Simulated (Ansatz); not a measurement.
Nudged elastic band run: BH₇OSi

Input file:

```yaml
crystal:
  periodic: [false, false, false]
  atoms:
    - { symbol: B, position_ang: [-0.053124, -0.565775, 0.137768] }
    - { symbol: O, position_ang: [-0.272475, -1.460174, 1.124308] }
    - { symbol: H, position_ang: [-1.183502, -1.439105, 1.443013] }
    - { symbol: H, position_ang: [1.054757, -0.525056, -0.314446] }
    - { symbol: H, position_ang: [-0.940739, 0.146186, -0.260803] }
    - { symbol: Si, position_ang: [0.20146, 2.920749, 1.105426] }
    - { symbol: H, position_ang: [0.785302, 4.083552, 1.830735] }
    - { symbol: H, position_ang: [0.862361, 2.773099, -0.219152] }
    - { symbol: H, position_ang: [-1.260205, 3.136332, 0.91661] }
    - { symbol: H, position_ang: [0.418465, 1.684893, 1.909241] }
basis:
  gaussian: { orbitals: "6-31G*" }
hamiltonian:
  xc: pbe0
  dispersion: d4
neb:
  order_check: false
  images: 5
  f_tol: 0.2
  max_iterations: 60
  final_atoms:
    - { symbol: B, position_ang: [0.15400812, 0.37532317, 0.12901169] }
    - { symbol: O, position_ang: [-0.25640308, -0.42125255, 1.56350411] }
    - { symbol: H, position_ang: [-1.15836861, -0.16727028, 1.8167754] }
    - { symbol: H, position_ang: [1.27603971, -0.02411114, -0.06244918] }
    - { symbol: H, position_ang: [-0.66944135, -0.0574838, -0.63882684] }
    - { symbol: Si, position_ang: [0.01587892, 2.35941853, 0.53613206] }
    - { symbol: H, position_ang: [0.85488616, 2.75662164, 1.72271285] }
    - { symbol: H, position_ang: [0.43813711, 3.24604374, -0.5895025] }
    - { symbol: H, position_ang: [-1.37114554, 2.79576914, 0.9230988] }
    - { symbol: H, position_ang: [0.32870856, -0.10835743, 2.27224362] }
  initial_path:
    images:
      - { positions_ang: [[-0.053124, -0.565775, 0.137768], [-0.272475, -1.460174, 1.124308], [-1.183502, -1.439105, 1.443013], [1.054757, -0.525056, -0.314446], [-0.940739, 0.146186, -0.260803], [0.20146, 2.920749, 1.105426], [0.785302, 4.083552, 1.830735], [0.862361, 2.773099, -0.219152], [-1.260205, 3.136332, 0.91661], [0.418465, 1.684893, 1.909241]] }
      - { positions_ang: [[-0.02387679, -0.37614341, 0.09123396], [-0.1859887, -0.97434303, 1.33537587], [-1.09820195, -1.05834315, 1.65167701], [1.06342396, -0.34394301, -0.39919116], [-0.9535979, 0.09475025, -0.38205012], [0.16386184, 2.65872802, 0.97575774], [0.7328316, 3.44855016, 1.91131127], [0.88731582, 2.82413615, -0.20267915], [-1.26140278, 2.98575554, 0.84878285], [0.2879349, 1.49555347, 1.84248173]] }
      - { positions_ang: [[0.00537042, -0.18651181, 0.04469992], [-0.0995024, -0.48851206, 1.54644374], [-1.0129019, -0.6775813, 1.86034102], [1.07209092, -0.16283002, -0.48393631], [-0.9664568, 0.04331451, -0.50329725], [0.12626369, 2.39670705, 0.84608947], [0.6803612, 2.81354832, 1.99188754], [0.91227064, 2.8751733, -0.1862063], [-1.26260056, 2.83517907, 0.78095571], [0.1574048, 1.30621394, 1.77572246]] }
      - { positions_ang: [[0.03461763, 0.00311978, -0.00183411], [-0.0130161, -0.00268108, 1.75751161], [-0.92760184, -0.29681946, 2.06900503], [1.08075787, 0.01828298, -0.56868147], [-0.97931571, -0.00812124, -0.62454437], [0.08866553, 2.13468607, 0.71642121], [0.62789079, 2.17854648, 2.0724638], [0.93722546, 2.92621045, -0.16973344], [-1.26379834, 2.68460261, 0.71312856], [0.0268747, 1.11687442, 1.70896319]] }
      - { positions_ang: [[0.07441446, 0.12718758, 0.04178115], [-0.09414509, -0.14220491, 1.69284244], [-1.0045241, -0.2536364, 1.98492849], [1.14585182, 0.0041516, -0.39993737], [-0.87602426, -0.02457542, -0.6293052], [0.06440333, 2.20959689, 0.65632483], [0.70355592, 2.3712382, 1.95588015], [0.77086267, 3.03282155, -0.30965646], [-1.29958074, 2.72165812, 0.78311864], [0.12748599, 0.7084638, 1.89672333]] }
      - { positions_ang: [[0.11421129, 0.25125537, 0.08539642], [-0.17527409, -0.28172873, 1.62817328], [-1.08144635, -0.21045334, 1.90085194], [1.21094576, -0.00997977, -0.23119328], [-0.7727328, -0.04102961, -0.63406602], [0.04014112, 2.28450771, 0.59622844], [0.77922104, 2.56392992, 1.8392965], [0.60449989, 3.13943264, -0.44957948], [-1.33536314, 2.75871363, 0.85310872], [0.22809728, 0.30005318, 2.08448347]] }
      - { positions_ang: [[0.15400812, 0.37532317, 0.12901169], [-0.25640308, -0.42125255, 1.56350411], [-1.15836861, -0.16727028, 1.8167754], [1.27603971, -0.02411114, -0.06244918], [-0.66944135, -0.0574838, -0.63882684], [0.01587892, 2.35941853, 0.53613206], [0.85488616, 2.75662164, 1.72271285], [0.43813711, 3.24604374, -0.5895025], [-1.37114554, 2.79576914, 0.9230988], [0.32870856, -0.10835743, 2.27224362]] }
```

Launched with:

```bash
$ ansatz run input.yaml --threads 1 --pin off --max-ram 2048MiB --backend cpu --events-out ev --progress --plain --runs-dir out
```

Output, in part (warnings, iteration lines, the closing report on the highest movable image, with atoms numbered from 0):

```
NEB end point (image 0): max|allowed force component| = 2.921e-2 eV/Å (the criterion of neb.relax_end_points is 4.000e-2)
NEB end point (image 6): max|allowed force component| = 2.517e-2 eV/Å (the criterion of neb.relax_end_points is 4.000e-2)
NEB iter   1: max|band force component| = 7.821e0 eV/Å  barrier→ = 4.8704 eV  barrier← = 3.9255 eV  Δτ_max = 0.2000 Å  (156 SCF iters)
NEB iter   2: max|band force component| = 2.462e0 eV/Å  barrier→ = 2.8925 eV  barrier← = 1.9477 eV  Δτ_max = 0.2000 Å  (134 SCF iters)
NEB iter   3: max|band force component| = 1.465e0 eV/Å  barrier→ = 2.4138 eV  barrier← = 1.4690 eV  Δτ_max = 0.2000 Å  (125 SCF iters)
NEB iter   4: max|band force component| = 2.228e0 eV/Å  barrier→ = 2.3305 eV  barrier← = 1.3857 eV  Δτ_max = 0.0998 Å  (126 SCF iters)
NEB iter   5: max|band force component| = 2.209e0 eV/Å  barrier→ = 2.1582 eV  barrier← = 1.2134 eV  Δτ_max = 0.0500 Å  (119 SCF iters)
NEB iter   6: max|band force component| = 1.630e0 eV/Å  barrier→ = 1.9594 eV  barrier← = 1.0146 eV  Δτ_max = 0.0992 Å  (119 SCF iters)
NEB iter   7: max|band force component| = 7.873e-1 eV/Å  barrier→ = 1.6641 eV  barrier← = 0.7193 eV  Δτ_max = 0.1948 Å  (117 SCF iters)
NEB iter   8: max|band force component| = 6.932e-1 eV/Å  barrier→ = 1.4248 eV  barrier← = 0.4800 eV  Δτ_max = 0.1988 Å  (120 SCF iters)
NEB iter   9: max|band force component| = 7.655e-1 eV/Å  barrier→ = 1.4023 eV  barrier← = 0.4574 eV  CI = image 4  Δτ_max = 0.2000 Å  (126 SCF iters)
NEB iter  10: max|band force component| = 2.488e0 eV/Å  barrier→ = 1.7802 eV  barrier← = 0.8354 eV  CI = image 4  Δτ_max = 0.1011 Å  (122 SCF iters)
NEB iter  11: max|band force component| = 1.888e0 eV/Å  barrier→ = 1.8863 eV  barrier← = 0.9414 eV  CI = image 4  Δτ_max = 0.2000 Å  (121 SCF iters)
NEB iter  12: max|band force component| = 6.129e-1 eV/Å  barrier→ = 1.9998 eV  barrier← = 1.0550 eV  CI = image 4  Δτ_max = 0.1005 Å  (122 SCF iters)
NEB iter  13: max|band force component| = 1.069e0 eV/Å  barrier→ = 2.0462 eV  barrier← = 1.1013 eV  CI = image 4  Δτ_max = 0.0384 Å  (114 SCF iters)
NEB iter  14: max|band force component| = 6.448e-1 eV/Å  barrier→ = 2.0006 eV  barrier← = 1.0558 eV  CI = image 4  Δτ_max = 0.0492 Å  (112 SCF iters)
NEB iter  15: max|band force component| = 1.599e-1 eV/Å  barrier→ = 1.9912 eV  barrier← = 1.0464 eV  CI = image 4  Δτ_max = 0.0000 Å  (226 SCF iters)
Total energy: -10705.88251897 eV, -393.4339258644 hartree
Atom 0 at     0.150438     0.223360     0.329432 Å, force    -0.086864     0.029777    -0.111447 eV/Å
Atom 1 at    -0.137715    -0.520077     1.707265 Å, force     0.051792    -0.136462    -0.071106 eV/Å
Atom 2 at    -1.044523    -0.858054     1.659693 Å, force    -0.002038     0.036160     0.012768 eV/Å
Atom 3 at     1.278291     0.083627    -0.046579 Å, force     0.030921    -0.003276     0.084439 eV/Å
Atom 4 at    -0.751564     0.088066    -0.453360 Å, force     0.019876     0.001923    -0.042544 eV/Å
Atom 5 at     0.068954     2.366295     0.749061 Å, force    -0.027930    -0.068333    -0.026492 eV/Å
Atom 6 at     1.020566     2.932441     1.748094 Å, force     0.013197    -0.003008    -0.008602 eV/Å
Atom 7 at     0.499341     2.776192    -0.615060 Å, force    -0.008633    -0.010703    -0.009597 eV/Å
Atom 8 at    -1.278322     2.950141     1.020272 Å, force     0.002312     0.015254     0.003210 eV/Å
Atom 9 at    -0.193166     0.712711     1.573882 Å, force     0.007367     0.138667     0.169371 eV/Å
Dipole moment:    -0.358424    -0.053755     0.155703 e Å
```

The run converged. The threshold of 0.2 eV/Å is loose, so the images may lie well off the minimum-energy path. Neighbouring images differ by up to 1.6 eV, so the band resolves the path poorly. The order of the stationary point at the top wasn't checked. The orbitals stay closed-shell, which can raise the energy where a bond breaks towards radicals; this wasn't checked here.

Final band (atoms are numbered from 1 in the order of the input):

```tsv
image	path coordinate (Å)	energy (eV)	Si6–H10 (Å)	B1–Si6 (Å)	O2–H10 (Å)
0	0.00	0.00	1.49	3.63	3.31
1	0.88	0.00	1.49	3.74	3.16
2	1.76	0.05	1.49	3.31	2.61
3	2.63	0.40	1.49	2.77	2.06
4	3.51	1.99	1.87	2.19	1.24
5	4.53	1.02	2.74	2.03	0.97
6	5.54	0.94	3.03	2.03	0.97
```

Time of the run: 2.9 min on 1 thread of Arm Neoverse V1 (shared host), peak memory 0.12 GiB.
